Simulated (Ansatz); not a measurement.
Input file:

```yaml
crystal:
  periodic: [false, false, false]
  atoms:
    - {symbol: As, position_ang: [0.000000, 0.000000, 0.000000]}
    - {symbol: Na, position_ang: [0.000000, 0.000000, 2.716500]}
basis:
  gaussian: {orbitals: cc-pVDZ, fitting: {mean_field: def2-universal-jkfit}}
hamiltonian: {pseudopotentials: {relativity: scalar}}
correlation: {active_space: {ras: {orbitals: [3, 0, 23], electrons: 6, max_holes: 3, max_particles: 3}, fixed_orbitals: true}}
```

```sh
$ ansatz run in.yaml --threads 1 --pin off --events-out ev --progress --plain --max-ram 2393MiB
```

Log:

```
378 factors; integrals over basis functions are off by at most 2.0e-1 eV
mean field evaluation 1: about -65730.4752 eV, gradient 5.9e0 eV
mean field evaluation 2: about -65730.6480 eV, gradient 2.0e0 eV
mean field evaluation 4: about -65730.6611 eV, gradient 9.4e-2 eV
mean field evaluation 8: about -65717.4174 eV, gradient 2.1e1 eV
mean field evaluation 16: about -65727.4583 eV, gradient 1.4e1 eV
mean field evaluation 32: about -65730.6614 eV, gradient 2.6e-5 eV
mean field evaluation 64: about -65730.6477 eV, gradient 2.0e0 eV
mean field -65730.66136600 eV, -2415.5572513580 hartree, gradient 1.3e-6 eV, S^2 0.000000; 8 other end points of the search recorded, 0 dependent functions left out
reference -65730.66136600 eV, -2415.5572513580 hartree; 22, 22 occupied and 23, 23 virtual orbitals, 378 factors
state -65733.79678475 eV, -2415.6724758719 hartree
Total energy: -65733.79678475 eV, -2415.6724758719 hartree
Relativity: scalar
```

Natural occupations: 1.9602 1.9410 0.9889 0.9865 0.0313 0.0164 0.0161 0.0152 0.0105 0.0081 0.0078 0.0066 0.0057 0.0016 0.0011 0.0011 0.0005 0.0003 0.0003 0.0003 0.0003 0.0001 0.0000 0.0000.

Ran on 1 thread of AMD EPYC 7B13, shared host: 1.7 s wall, 0.1 GiB peak host memory.
